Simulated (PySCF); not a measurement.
C₄H₆N₂.
Numbering: `[CH3:1][n:2]1[cH:3][cH:4][cH:5][n:6]1` (hydrogens: H7, H8, H9 on C1; H10 on C3; H11 on C4; H12 on C5)

Theory: PBE0-D3(BJ)/def2-SVP geometry optimisation, gas phase (PySCF).

(1) List the bond lengths and angles at this level.

Results:

(1) 
| bond | length (Å) | order |
| --- | --- | --- |
| C1–N2 | 1.438 | single |
| N2–C3 | 1.355 | aromatic |
| C3–C4 | 1.382 | aromatic |
| C4–C5 | 1.411 | aromatic |
| C5–N6 | 1.326 | aromatic |
| N2–N6 | 1.330 | aromatic |
| C1–H7, C1–H8, C1–H9 | 1.099 | single |
| C3–H10 | 1.088 | single |
| C4–H11 | 1.087 | single |
| C5–H12 | 1.090 | single |

Bonds in one row agree within 0.01 Å and their mean is given. Orders are formal, as drawn. A selection of angles:
| angle | degrees |
| --- | --- |
| N2–C1–H7 | 109.2 |
| N2–C1–H8 | 110.6 |
| H7–C1–H8 | 109.1 |
| C1–N2–C3 | 127.7 |
| C1–N2–N6 | 119.7 |
| C3–N2–N6 | 112.6 |
| N2–C3–C4 | 106.6 |
| N2–C3–H10 | 121.7 |
| C4–C3–H10 | 131.7 |
| C3–C4–C5 | 104.0 |
| C3–C4–H11 | 127.5 |
| C5–C4–H11 | 128.5 |
| C4–C5–N6 | 111.5 |
| C4–C5–H12 | 128.5 |
| N6–C5–H12 | 119.9 |
| N2–N6–C5 | 105.3 |

N2 (pyrrole-type nitrogen) is planar (angles 127.7°, 119.7° and 112.6°, sum 360.0°, 0.01 Å off the plane of its three neighbours). The 6 heavy atoms lie in one plane (0.007 Å rms). Of the pairs four or more bonds apart, H7···H10 is among the closest relative to their van der Waals radii: 2.49 Å, 104 % of the sum of Bondi's values. The 5-membered ring N2–C3–C4–C5–N6 has internal angles of 104.0° to 112.6°; it is planar, 0.00 Å rms from its mean plane, widest ring torsion 0°. The 3 C–N bonds span 1.326 Å (C5–N6, aromatic) to 1.438 Å (C1–N2, drawn single), a spread of 0.112 Å. The 2 C–C bonds span 1.382 Å (C3–C4, aromatic) to 1.411 Å (C4–C5, aromatic), a spread of 0.029 Å.

Point group: near Cs, missed by 0.19 Å at most; the miss may be what the optimiser left on a soft mode. Stationary, but not proved a minimum.

Hardware: one thread of an Arm Neoverse V1, shared host with 32 logical CPUs at a one-minute load of 9.8. Cost: 69 s wall, 0.47 GiB resident at most. This is the geometry optimisation.
